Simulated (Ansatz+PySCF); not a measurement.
singlet BF: levels of theory in one basis

```tsv
atom	x (Å)	y (Å)	z (Å)
B	0.0000	0.0000	-0.8119
F	0.0000	0.0000	0.4511
```

Basis set: def2-SVP (spherical functions). Correlated methods keep 2 orbitals frozen. Charge 0, multiplicity 1.

Computed with Ansatz (development build ahead of 0.2.0); each method stands on the lowest determinant of its kind that the runs found. NEVPT2 correlates all electrons. Active spaces start from the frontier orbitals, and the lowest solution found is given.

```
         method  E − E(RHF) (eV)  <S²> of the determinant
            RHF             0.00                     0.00
        RHF-MP2            -6.72                        –
       RHF-CCSD            -7.14                        –
    RHF-CCSD(T)            -7.30                        –
   CASSCF(10,8)            -2.75                        –
    CASSCF(2,2)            -0.49                        –
SC-NEVPT2(10,8)            -6.13                        –
```

What does SC-NEVPT2(2,2) give on the same scale?

-6.81 eV. NEVPT2 here correlates all electrons, so it doesn't share the others' frozen core.

Is a single determinant a sound starting point here?

By this sign, yes. Unrestricted orbitals gain 0.00 eV and <S²> is 0.00 against 0.00 for a pure state. The CASSCF(10,8) natural occupations are 2.00, 2.00, 1.98, 1.98, 1.98, 0.02, 0.02, 0.02. The CASSCF(2,2) natural occupations are 1.93, 0.07.
